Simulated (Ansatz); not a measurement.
Predict a relaxed structure of C3H4⁻ (the lowest doublet isomer of a short search), charge -1, doublet, at B3LYP-D4/def2-TZVPD (Ansatz).


```tsv
atom	x (Å)	y (Å)	z (Å)
C1	0.235	-0.304	-1.455
C2	-0.619	0.542	0.713
C3	0.265	-0.210	-0.058
H4	-0.551	0.579	1.798
H5	1.058	-0.974	-1.781
H6	1.021	-0.748	0.549
H7	-1.408	1.115	0.233
```
Point group Cs (tolerance 0.1 Å). This is one stationary point.

The highest occupied level of the charge -1 doublet lies above zero (up to 0.85 eV). By energy differences its removal costs 1.08 eV (vertical, to the charge 0 triplet, at PBE0-D4/def2-TZVPD). The relaxation made no stability test and no search for a lower SCF solution. The structure comes from a short search, and lower isomers may exist.
